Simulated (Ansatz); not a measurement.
Tetrahydrofuran (`C1CCOC1`), relaxed with RKS PBE-D4/def2-SVP in Ansatz from a rough embedded geometry. The force threshold is 0.03 eV/Å; the program also tests the step.

Total charge 0; spin multiplicity 1.

Start:

```xyz
13

C    -0.644    0.170    0.753
C    -0.579    0.648   -0.611
C     0.870    0.377   -0.932
O     1.266   -0.857   -0.232
C     0.260   -1.042    0.795
H    -1.674   -0.058    1.169
H    -0.230    0.917    1.465
H    -0.842    1.654   -0.757
H    -1.288    0.023   -1.242
H     0.987    0.154   -2.033
H     1.494    1.193   -0.667
H     0.696   -1.259    1.750
H    -0.316   -1.920    0.542
```

```csv
step,energy (eV),largest force (eV/Å),largest move (Å)
1,-6312.2443,3.152,0.000
2,-6312.6310,1.150,0.062
3,-6312.6884,0.106,0.033
4,-6312.6901,0.037,0.014
5,-6312.6903,0.016,0.005
```

End:

```xyz
13

C    -0.660    0.171    0.829
C    -0.596    0.638   -0.632
C     0.870    0.347   -0.968
O     1.229   -0.813   -0.216
C     0.244   -1.067    0.788
H    -1.686   -0.049    1.185
H    -0.228    0.946    1.498
H    -0.876    1.700   -0.776
H    -1.269    0.018   -1.262
H     1.042    0.147   -2.048
H     1.521    1.209   -0.680
H     0.751   -1.268    1.758
H    -0.342   -1.980    0.523
```

Run time 6.5 s (4 threads of an Arm Neoverse V1 on a shared host); peak host memory 0.15 GiB.
